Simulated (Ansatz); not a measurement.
Basis-set series for C$_{4}$H$_{5}$Cl (`ClC1=CCC1`). Total charge 0; spin multiplicity 1. The geometry is a stationary point of PBE0-D4/def2-TZVP.

```csv
functional,basis,functions,energy (Eh),HOMO (eV),LUMO (eV)
PBE0-D4,def2-SVP,99,-614.99131,-6.98,0.37
PBE0-D4,def2-QZVPP,448,-615.33964,-7.08,0.08
ωB97M-V,def2-SVP,99,-615.22218,-9.11,2.59
ωB97M-V,def2-QZVPP,448,-615.57569,-9.24,2.00
```

Give the rows for def2-TZVPP. (Best estimate.)

Computed: 
```tsv
functional	basis	functions	energy (Eh)	HOMO (eV)	LUMO (eV)
PBE0-D4	def2-TZVPP	236	-615.31776	-7.05	0.16
ωB97M-V	def2-TZVPP	236	-615.55487	-9.21	2.30
```

Positive LUMOs are unbound and depend on the basis.
